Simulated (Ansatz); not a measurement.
Calculated with Ansatz (gas phase, PBE0-D4/def2-TZVP geometries, no zero-point term in ΔE). CCSD(T)/CBS adds triple-zeta CCSD(T) − MP2 to the extrapolated MP2 energy (def2 sets, frozen cores). This one scheme is used for every species. DFT in def2-TZVPP. B3LYP here is the variant with VWN-RPA as its local correlation; programs differ in this.

`CC1=NCS1` + H–F → `FC1=NCS1` + CH₄  (substitution at a C–C bond)

| level | ΔE (eV) |
| --- | --- |
| B97M-V | 0.16 |
| PBE0-D4 | 0.29 |
| B3LYP-D4 | 0.26 |
| BHLYP-D4 | 0.29 |

Question: What does CCSD(T)/CBS give? (Best estimate.)

Answer: Ansatz gave: +0.44 eV. The listed levels differ from it by -0.28, -0.15, -0.18, -0.15 eV.

Largest T1 diagnostic among the species: 0.014.

The D4 term adds +0.07 eV with B3LYP and +0.04 eV with PBE0; it sums over pairs of atoms, weighted by their polarisabilities, and B3LYP, whose exchange is more repulsive, gets the larger term. In def2-TZVPP, CCSD(T) changes the Hartree–Fock value by +0.14 eV (the triples alone add +0.00 eV) and MP2 by +0.22 eV.
